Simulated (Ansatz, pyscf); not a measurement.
`[CH3][CH3]` + `[H]` [doublet] -> `[CH4]` + `[CH3]` [doublet], a substitution at C on the doublet surface: C–C broken, C–H formed. Single points on ωB97X-D3(BJ)/def2-SVP structures (PySCF, gas phase). Wave-function energies: Ansatz (a program for electronic structure), frozen core, RHF or UHF references. In kcal/mol, from the separated reactants.

| level | barrier | reaction energy |
|---|---|---|
| ωB97M-D3(BJ)/def2-TZVP | 37.02 | -14.32 |
| M06-2X/def2-TZVP | 36.75 | -13.50 |
| CCSD(T)/cc-pV(D+d)Z | 39.59 | -13.53 |
| CCSDT(Q)/cc-pV(D+d)Z | … | … |
| CCSD(T)/cc-pV(T+d)Z | … | -15.45 |

Question: Some entries are withheld; supply them.

Answer: 
- CCSDT(Q)/cc-pV(D+d)Z, barrier: 39.22
- CCSDT(Q)/cc-pV(D+d)Z, reaction energy: -13.56
- CCSD(T)/cc-pV(T+d)Z, barrier: 36.85

In cc-pV(D+d)Z, going from CCSD(T) to CCSDT(Q) shifts the barrier by -0.37 and the reaction energy by -0.03 kcal/mol. The same reactants have a lower exit, to •H₂C–CH₃ + H₂ (barrier +11.08 kcal/mol at ωB97M-D3(BJ), against +37.02 kcal/mol here). This is the saddle that the search found; another between the same sides may lie lower. The angle at the attacked C is 180°. The CCSD(T) − MP2 part came from Ansatz, without density fitting, on the same reference.
